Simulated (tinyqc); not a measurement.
Stretching all distances: RHF, UHF, MP2, CISD and CCSD against full CI in the sto-6g basis, for CH+, spin multiplicity 1. Computed by the program tinyqc with PySCF. All coordinates are multiplied by the scale. c0^2 is the weight of the RHF determinant in the lowest singlet FCI state (UHF is spin-contaminated and may lie near states of higher spin) and n(LUMO) the first natural occupation beyond the occupied space.

Geometry (angstrom):
```
atom       x       y       z
C     0.0000  0.0000  0.0000
H     0.0000  0.0000  1.0020
```

Full CI energy (hartree) and errors against it (kcal/mol):
```
scale  distance 1-2 (angstrom)     E(FCI)      RHF     UHF     MP2    CISD   CCSD  <S^2> UHF   c0^2  n(LUMO)
0.930                    0.932  -37.82103   34.634  24.111  16.572   0.886  0.128      0.603  0.926    0.069
1.240                    1.242  -37.88941   40.381  33.972  18.461   1.416  0.156      0.510  0.926    0.058
1.850                    1.854  -37.81328   65.603  45.976  30.987   4.722  0.434      0.955  0.840    0.203
2.160                    2.164  -37.78048   83.825  36.024  40.749   7.809  0.549      1.029  0.732    0.380
2.460                    2.465  -37.76336  101.744  30.215  49.783  11.076  0.527      1.007  0.607    0.574
2.770                    2.776  -37.75574  117.463  27.503  55.976  13.874  0.405      1.001  0.496    0.740
```

Estimate the missing row, scale = 1.54.

Computed row:
```
scale  distance 1-2 (angstrom)     E(FCI)     RHF     UHF     MP2   CISD   CCSD  <S^2> UHF   c0^2  n(LUMO)
1.540                    1.543  -37.85816  50.559  45.235  23.186  2.582  0.269      0.495  0.902    0.089
```

UHF lies below RHF over the whole range. The weight c0^2 goes from 0.93 to 0.50 and n(LUMO) from 0.07 to 0.74: static correlation grows as the bonds break into open-shell fragments. The spread of the error along the curve, which distorts its shape, is CCSD 0.4, CISD 13.0, UHF 21.9, MP2 39.4, RHF 82.8 kcal/mol.
